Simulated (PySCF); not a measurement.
Name the molecule from its bond curve

A diatomic of charge 0 contains B. Its doublet curve at PBE0 in a double-zeta basis (no relativity, PySCF), in eV from the separated fragments:

R (Å), E (eV) and a bar:
```
    1.391     -4.377 #########################
    1.456     -5.290 ###########
    1.521     -5.801 ####
    1.569     -5.985 #
    1.618     -6.036 
    1.667     -5.984 #
    1.731     -5.793 ####
    1.812     -5.419 #########
    1.909     -4.857 ##################
    2.039     -4.038 ##############################
```

The fit gives ωe = 1214 cm⁻¹ and the rotational constant Bₑ = 0.7885 cm⁻¹.

Problem. Which atom is the partner?

Solution. The minimum lies at 1.616 Å, so the reduced mass is 16.8576 u Å² cm⁻¹/(Bₑ·Re²) = 8.187 u. With B at 11.01 u the partner weighs about 31.9 u: S. The molecule is BS.

The state was picked by a PBE0 search and need not be the measured ground state.
